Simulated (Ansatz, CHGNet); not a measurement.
For hcp Mg, the machine-learned potential CHGNet 0.3.0 (trained on PBE and PBE+U data) gives:

```
Quantity              Result
-------------------  -------
lattice parameter a  3.207 Å
c axis length        5.133 Å
```

Problem. What does r²SCAN+rVV10 (plane waves, PAW; Ansatz, a program for electronic structure) give for the same quantities?

Solution. 
- lattice constant a: 3.175 Å (shrinks by 1.0 %)
- lattice parameter c: 5.151 Å (rises by 0.4 %)

For comparison: lattice constant a 3.209 Å (measured, 293 K, no zero-point or thermal correction; as tabulated in Wikipedia's data pages); lattice parameter c 5.210 Å (measured, 293 K, not corrected to a static lattice; as tabulated in Wikipedia's data pages).

Changes are worked out from the printed values.

Unless a cell is named, each level is at its own relaxed cell (CHGNet 0.3.0 22.85, r²SCAN+rVV10 22.48 Å³/atom).

Ansatz's density-functional and Hartree–Fock values are scalar-relativistic unless marked +SOC, with PAW data made under PBE.
